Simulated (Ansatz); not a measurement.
# CH3OSi+ (SMILES C[Si+]=O): functionals against CCSD(T) at one geometry

An exercise on one series of results from a longer session: the logs are not shown, and one member is left open.

Method: single points in def2-TZVPP; program: Ansatz 0.2.0, Gaussian basis.

Correlated methods freeze the cores.

## Where the work starts

6 atoms, charge 1, spin multiplicity 1.

Atoms are counted from 1 here; the program's logs count them from 0.

Bond lengths: C1–Si2 1.810 Å, C1–H4 1.121 Å, C1–H5 1.126 Å, C1–H6 1.147 Å, Si2–O3 1.483 Å. Angles: Si2–C1–H4 114.2°, Si2–C1–H5 110.6°, Si2–C1–H6 109.4°, H4–C1–H5 107.8°, H4–C1–H6 107.2°, H5–C1–H6 107.4°, C1–Si2–O3 170.2°.

As a file:

```xyz
6
charge 1, multiplicity 1
C    -0.3910    0.4471   -0.2267
Si    0.7137   -0.8196    0.4444
O     1.4545   -1.8697    1.1853
H     0.0592    1.4734   -0.2698
H    -1.3358    0.5116    0.3817
H    -0.6910    0.1637   -1.2972
```

The first run:

Input file run/in.yaml:

```yaml
crystal:
  periodic: [false, false, false]
  atoms:
    - {symbol: C, position_ang: [-0.390961, 0.447068, -0.226719]}
    - {symbol: Si, position_ang: [0.713665, -0.819576, 0.444411]}
    - {symbol: O, position_ang: [1.454470, -1.869741, 1.185344]}
    - {symbol: H, position_ang: [0.059164, 1.473363, -0.269752]}
    - {symbol: H, position_ang: [-1.335846, 0.511643, 0.381694]}
    - {symbol: H, position_ang: [-0.691004, 0.163742, -1.297200]}
basis:
  gaussian: {orbitals: def2-TZVPP}
total_charge: 1
hamiltonian: {xc: pbe, dispersion: d4}
output: {forces: true}
```

Started as:

```sh
> ansatz run in.yaml --threads 2 --pin off --events-out ev --progress --plain --max-ram 3481MiB
```

Steps of the session up to this table: PBE-D4/def2-TZVPP; r2SCAN-D4/def2-TZVPP; PBE0-D4/def2-TZVPP; wB97M-V/def2-TZVPP; CCSD(T)/def2-TZVPP.

One of the session's tables, all rows but one given; the rest of the session is left out.

```
   method  RMS force component (eV/Å)  angle to CCSD(T) forces (°)
   PBE-D4                       0.784                         14.3
r2SCAN-D4                           ?                            ?
  PBE0-D4                       0.673                         19.2
  wB97M-V                       0.703                         22.2
  CCSD(T)                       0.817                    reference
```

Estimate the missing values for r2SCAN-D4.

**Answer.** RMS force component (eV/Å): 0.707; angle to CCSD(T) forces (°): 7.5. In the column «RMS force component (eV/Å)» it lies between wB97M-V (0.703) and PBE-D4 (0.784).

Limits of these values: The reference is not at the basis limit: in triple zeta CCSD(T) underbinds, which counts against methods that bind more; the gaps are no ranking.
